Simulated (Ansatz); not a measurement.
# C4H7NO: up Jacob's ladder to CCSD(T)

An exercise on one series of results from a longer session: the logs are not shown, and one member is left open.

Method: functionals in def2-TZVPP, the program's frozen cores in correlated methods; program: Ansatz 0.2.0, Gaussian basis.

Levels to be run: PBE-D4, r2SCAN-D4, PBE0-D4, B3LYP-D4, ωB97X-V, ωB97M-V, B2PLYP; CCSD(T)/def2-TZVPP; MP2/def2-QZVPP; extrapolation to the limit.

### Structure used throughout

An earlier PBE0-D4 in a triple-zeta def2 set relaxation fixed the geometry.

13 atoms, charge 0, spin multiplicity 1.

Atoms are counted from 1 here; the program's logs count them from 0.

Bond lengths: C1–O2 1.404 Å, C1–H7 1.097 Å, C1–H8 1.099 Å, C1–H9 1.089 Å, O2–C3 1.394 Å, C3–C4 1.532 Å, C3–H10 1.091 Å, C3–H11 1.100 Å, C4–C5 1.453 Å, C4–H12 1.093 Å, C4–H13 1.094 Å, C5–N6 1.149 Å. Angles: O2–C1–H7 112.5°, O2–C1–H8 111.3°, O2–C1–H9 107.1°, H7–C1–H8 108.8°, H7–C1–H9 108.2°, H8–C1–H9 108.9°, C1–O2–C3 114.4°, O2–C3–C4 114.1°, O2–C3–H10 106.3°, O2–C3–H11 110.9°, C4–C3–H10 109.3°, C4–C3–H11 107.8°, H10–C3–H11 108.2°, C3–C4–C5 112.8°, C3–C4–H12 110.9°, C3–C4–H13 108.9°, C5–C4–H12 108.6°, C5–C4–H13 108.7° and more.

The first run:

The input, in.yaml:

```yaml
crystal:
  periodic: [false, false, false]
  atoms:
    - {symbol: C, position_ang: [-0.864652, -1.251535, 0.973440]}
    - {symbol: O, position_ang: [0.367606, -0.582297, 1.035970]}
    - {symbol: C, position_ang: [0.915341, -0.267329, -0.207128]}
    - {symbol: C, position_ang: [0.168950, 0.840962, -0.957047]}
    - {symbol: C, position_ang: [0.107767, 2.084139, -0.207555]}
    - {symbol: N, position_ang: [0.064424, 3.067710, 0.385150]}
    - {symbol: H, position_ang: [-1.673507, -0.607022, 0.607479]}
    - {symbol: H, position_ang: [-0.803573, -2.140978, 0.331127]}
    - {symbol: H, position_ang: [-1.110213, -1.564241, 1.987690]}
    - {symbol: H, position_ang: [1.941515, 0.052506, -0.017469]}
    - {symbol: H, position_ang: [0.945660, -1.153318, -0.858688]}
    - {symbol: H, position_ang: [-0.850544, 0.530122, -1.200162]}
    - {symbol: H, position_ang: [0.676425, 1.029880, -1.907607]}
basis:
  gaussian: {orbitals: def2-TZVPP}
hamiltonian: {xc: pbe, dispersion: d4}
output: {forces: true, orbitals: {seedname: orbitals}}
```

Steps of the session up to this table: PBE-D4 (GGA); r2SCAN-D4 (meta-GGA); PBE0-D4 (hybrid); B3LYP-D4 (hybrid); ωB97X-V (range-separated); ωB97M-V (range-separated); B2PLYP (double hybrid); CCSD(T) in def2-TZVPP; MP2 in def2-QZVPP.

One of the session's tables, all rows but one given; the rest of the session is left out.

It belongs to the step «Atomisation energies». 

```
            method  atomisation energy (eV)
            PBE-D4                   57.701
         r2SCAN-D4                   55.958
           PBE0-D4                   56.312
          B3LYP-D4                   56.050
           ωB97X-V                   56.057
           ωB97M-V                   56.149
            B2PLYP                        ?
     HF/def2-TZVPP                   39.720
    MP2/def2-TZVPP                   55.691
   CCSD/def2-TZVPP                   53.513
CCSD(T)/def2-TZVPP                   54.476
           MP2/CBS                   57.091
       CCSD(T)/CBS                   55.876
```

Estimate the missing values for B2PLYP.

The run gave: atomisation energy (eV): 55.550. In the column «atomisation energy (eV)» it lies between CCSD(T)/def2-TZVPP (54.476) and MP2/def2-TZVPP (55.691).

To keep in mind: Free atoms (4 C, 1 O, 1 N, 7 H) were run apart at each level; the atomisation energy is their sum less the molecule, without zero-point or spin-orbit terms.
